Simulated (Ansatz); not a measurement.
Predict the output of the script below (Ansatz 0.2.0 through its Python package).

The script, `run_conformers.py`:
```python
"""Rank force-field conformers of C3H6N2 by single points."""

from dataclasses import dataclass

import ansatz as az
from rdkit import Chem
from rdkit.Chem import AllChem


@dataclass(frozen=True)
class Settings:
    basis: str = "def2-SVP"
    xc: str = "hf"


settings = Settings()

rd = Chem.AddHs(Chem.MolFromSmiles("CNC1=CN1"))
ids = list(AllChem.EmbedMultipleConfs(rd, numConfs=20, randomSeed=122, pruneRmsThresh=0.4))
field = [energy for _, energy in AllChem.MMFFOptimizeMoleculeConfs(rd)]
distinct = {round(e, 2): i for i, e in zip(ids, field)}
chosen = sorted(distinct.items())[:3]
found = []
for force_field, index in chosen:
    geometry = az.Crystal.molecule()
    for atom, xyz in zip(rd.GetAtoms(), rd.GetConformer(index).GetPositions()):
        geometry = geometry.atom(atom.GetSymbol(), xyz.round(5).tolist())
    calculation = (
        geometry.calculation()
        .basis(gaussian=settings.basis)
        .functional(settings.xc)
    )
    found.append(calculation.run().report["free_energy_ev"])
print("conformer   MMFF (kcal/mol)   this level (kJ/mol)")
for (force_field, index), e in zip(chosen, found):
    print(f"{index:9d} {force_field - chosen[0][0]:17.2f} {96.485332 * (e - min(found)):17.3f}")
```

`python run_conformers.py` gives:
```text
conformer   MMFF (kcal/mol)   this level (kJ/mol)
        2              0.00             5.840
        1              0.01             0.000
```

What to keep in mind:
- These settings explore the input space; basis and method may be short of convergence.
- The conformers keep their force-field geometries.
- The whole script took 1.7 s on 1 thread of Arm Neoverse V2 (shared host), peak memory 0.28 GiB.
